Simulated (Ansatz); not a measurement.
# C2H6Si: the cost of one run

All numbers are computed with Ansatz 0.2.0, driven from Python. Level of theory: PBE/cc-pVTZ.

## (1) Starting point

Bond lengths: C1–C2 1.297 Å, C2–Si3 1.815 Å, C1–H4 1.052 Å, C1–H5 1.143 Å, C2–H6 1.100 Å, Si3–H7 1.545 Å, Si3–H8 1.455 Å, Si3–H9 1.516 Å. Angles: C1–C2–Si3 124.1°, C1–C2–H6 120.9°, Si3–C2–H6 114.9°, C2–C1–H4 126.2°, C2–C1–H5 120.1°, H4–C1–H5 113.6°, C2–Si3–H7 109.1°, C2–Si3–H8 111.9°, C2–Si3–H9 110.1°, H7–Si3–H8 106.8°, H7–Si3–H9 106.3°, H8–Si3–H9 112.5°.

No structure file is read: the coordinates are typed or built in the script.

## (2) The script

The input, c2h6si.py:

```python
"""Electronic structure of the C2H6Si molecule."""

import ansatz as az
import numpy as np

geometry_ang = [
    ("C", (-0.7026, 0.8364, -1.0511)),
    ("C", (-0.0918, 0.6664, 0.0808)),
    ("Si", (0.5143, -0.936, 0.6805)),
    ("H", (-0.9072, 0.0918, -1.7653)),
    ("H", (-1.0825, 1.873, -1.3486)),
    ("H", (0.1168, 1.5182, 0.7442)),
    ("H", (2.0453, -0.8573, 0.8708)),
    ("H", (0.2645, -2.0039, -0.2758)),
    ("H", (-0.0683, -1.235, 2.0474)),
]
geometry = az.Crystal.molecule()
for symbol, xyz in geometry_ang:
    geometry = geometry.atom(symbol, xyz)

setup = geometry.calculation().basis(gaussian="cc-pVTZ").functional("PBE").forces()
summary = setup.session().plan(threads=1).execute().report

print("reference energy %16.6f eV" % summary["reference_energy_ev"])
print("total energy     %16.6f eV" % summary["free_energy_ev"])
print("occupied (up, down):", summary["n_occupied"], " virtual:", summary["n_virtual"], " frozen:", summary["n_frozen"])

symbols = [site.symbol for site in geometry.cartesian_sites]
forces = np.array(summary["forces_ev_ang"])
print("largest force", round(float(np.linalg.norm(forces, axis=1).max()), 4), "eV/A, rms", round(float(np.sqrt((forces ** 2).mean())), 4))

charges = summary["charge_distribution"]
print("dipole moment", round(4.803205 * float(np.linalg.norm(charges["dipole_moment_e_ang"])), 3), "D")
print("Mulliken:", [(s, round(q, 3)) for s, q in zip(symbols, charges["mulliken_charges_e"])])
```

## (3) Running it

The run is started by

```console
$ python c2h6si.py
```

What time and memory should one allow on 1 thread of Intel Xeon Gold 6455B (Sapphire Rapids), shared host?

About 2.2 s, with a peak of 0.25 GiB.
